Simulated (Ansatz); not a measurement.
Species: ClF (charge +1, doublet). SMILES of the parent species: FCl
Geometry from a B3LYP-D3(BJ)/def2-TZVP (Ansatz, an electronic-structure program) optimisation:
```xyz
2

F      0.0000     0.0000    -1.0077
Cl     0.0000     0.0000     0.5335
```
Charge +1, spin multiplicity 2.

**Question.** Give the harmonic wavenumbers at B3LYP-D3(BJ)/def2-TZVP (Ansatz, finite differences of forces, unscaled).

**Answer.** 933 cm⁻¹. Zero-point energy 1.3 kcal/mol.

**Question.** From these and the geometry, give the ideal-gas thermochemistry at 298.15 K and 1 atm (rigid rotor, harmonic oscillator).

**Answer.** Point group C∞v, rotational symmetry number 1. Rotational constants 17.2, 17.2 GHz. S(trans) 37.91, S(rot) 13.69, S(vib) 0.12, S(elec, spin only) 1.38, S 53.1 cal/(mol K). H(298) - H(0) 2.10 kcal/mol; G - E(el) -12.4 kcal/mol.
